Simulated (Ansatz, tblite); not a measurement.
Cost and result up the ladder for the cluster S3⁻ (3 atoms). Charge -1, multiplicity 2. Geometry: r2SCAN-D4/def2-TZVPD.

Cartesian coordinates in Å:
```
S 0.5415 -1.5809 0.4403
S -0.9160 1.1727 -0.8785
S 0.3745 0.4081 0.4382
```

Ansatz on 4 threads of Arm Neoverse V1 on a shared host; xTB runs through tblite on one thread. Times are rough, summed over both states, and most runs start from the orbitals of an earlier one. No level here is sound enough to serve as a yardstick. The other state is a singlet.

The xTB rows come from tblite. Correlated methods freeze 15 core orbitals. The structure comes from a short search, and lower isomers may exist.

Run but left out: HF/def2-TZVPPD (neutral singlet: restricted singlet, unstable towards broken spin symmetry).

Correlated methods converge slowly with the basis.

Raw xTB energies of ions are shifted by several eV, and xTB has no spin-polarisation term.

| level | functions | wall time |
| --- | --- | --- |
| GFN1-xTB | 27 | 0.006 s |
| GFN2-xTB | 27 | 0.006 s |
| PBE-D4/def2-TZVPD (with forces) | 138 | 2.2 s |
| PBE0-D4/def2-TZVPD | 138 | 3.2 s |
| r2SCAN-D4/def2-TZVPD | 138 | 5.2 s |
| CCSD(T)/def2-TZVPPD | 153 | 18 s |

Q: Estimate what each level gives for the vertical IE (eV).

A: 
```tsv
level	vertical IE (eV)	remarks
GFN1-xTB	6.29	–
GFN2-xTB	7.46	–
PBE-D4/def2-TZVPD (with forces)	2.45	HOMO above zero (-1 doublet), restricted SCF unstable in HF (singlet)
PBE0-D4/def2-TZVPD	2.76	restricted SCF unstable in HF (singlet)
r2SCAN-D4/def2-TZVPD	2.62	HOMO above zero (-1 doublet), restricted SCF unstable in HF (singlet)
CCSD(T)/def2-TZVPPD	2.40	large T1 (0.025) (singlet), restricted SCF unstable (singlet)
```
